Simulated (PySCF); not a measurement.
Bonds broken one at a time in the series SiH2Cl-X. All species are isolated molecules in the gas phase. One relaxed conformer stands for each flexible species; it need not be the lowest. Strings in code marks are SMILES.

A: radical fragment (`[SiH2]Cl`)
B: radical fragment (`I[SiH2]`)
C: whole molecule (`C#C[SiH2]Cl`)
D: whole molecule (`Cl[SiH2][SiH3]`)
E: radical fragment (`[SiH3]`)

**Question.** Put the candidates in order of dipole moment, lowest first, for PBE-D3(BJ)/def2-TZVP // B3LYP-D3(BJ)/def2-TZVP in PySCF 2.14.0.

**Answer.** E (0.03 D), B (0.77 D), A (1.06 D), D (1.31 D), C (1.54 D)
